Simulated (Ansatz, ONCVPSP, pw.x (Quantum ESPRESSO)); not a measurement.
## Which Re potential is closest to all-electron in the bcc crystal?

All use PBEsol, scalar-relativistic, no spin, cutoffs from each file’s atomic test, pw.x 7.5; 15³ k-points, Fermi–Dirac smearing 0.01 Ry. Δ is the rms difference from all-electron LAPW of the E(V) curves that follow from fits to the pressures, over ±6 % in volume. Mesh and smearing are coarse and serve the comparison alone. The files are a selection: those with a ghost or negative overlap were mostly not run, and those with noisy or unconverged pressures or nearly equal Δ are left out.

All-electron: a0 = 3.087 Å (V0 = 14.71 Å³/atom), B0 = 377.2 GPa.

Task: Rank them by Δ, smallest first.
A. optimised norm-conserving Vanderbilt (ONCV), ONCVPSP 4.0.1.1 (patched build), PBEsol; core [Kr] 4d10 4f14, reference 5s2 5p6 5d5 6s2; waves: 5s+6s: rc 1.90 bohr, ncon 3, nbas 6, qcut 5.4 1/bohr, 2 projectors; 5p: rc 2.05 bohr, ncon 4, nbas 7, qcut 8 1/bohr, 2 projectors, debl 1.4 Ha; 5d: rc 2.65 bohr, ncon 5, nbas 9, qcut 5.7 1/bohr, 2 projectors, debl 0.7 Ha; local part: polynomial inside 1.35 bohr (lpopt 3, dvloc0 0 Ha); core correction: Teter function, fcfact 2.25, rcfact 1.6. In the p channel the program set the typed energies aside and used -1.728, 0.250 Ha.
B. optimised norm-conserving Vanderbilt (ONCV), ONCVPSP 4.0.1.1 (patched build), PBEsol; core [Kr] 4d10 4f14, reference 5s2 5p6 5d5 6s2; waves: 5s+6s: rc 1.85 bohr, ncon 3, nbas 7, qcut 5.1 1/bohr, 2 projectors; 5p: rc 2.00 bohr, ncon 4, nbas 8, qcut 5.4 1/bohr, 2 projectors, debl 3.1 Ha; 5d: rc 2.25 bohr, ncon 4, nbas 8, qcut 7 1/bohr, 1 projector; local part: polynomial inside 1.50 bohr (lpopt 3, dvloc0 6 Ha); core correction: none.
C. optimised norm-conserving Vanderbilt (ONCV), ONCVPSP 4.0.1.1 (patched build), PBEsol; core [Kr] 4d10 4f14, reference 5s2 5p6 5d5 6s2; waves: 5s+6s: rc 1.65 bohr, ncon 3, nbas 8, qcut 7.1 1/bohr, 2 projectors; 5p: rc 1.50 bohr, ncon 5, nbas 10, qcut 7.9 1/bohr, 2 projectors, debl 1.4 Ha; 5d: rc 2.30 bohr, ncon 3, nbas 7, qcut 8.1 1/bohr, 2 projectors, debl 3.1 Ha; f scattering state at 0.35 Ha: rc 2.15 bohr, ncon 4, nbas 8, qcut 5.1 1/bohr, 2 projectors, debl 2.6 Ha; local part: polynomial inside 1.50 bohr (lpopt 2, dvloc0 4 Ha); core correction: none. In the p channel the program set the typed energies aside and used -1.728, 0.250 Ha.

Result: C (0.3 meV/atom), B (3.4 meV/atom), A (14.8 meV/atom).
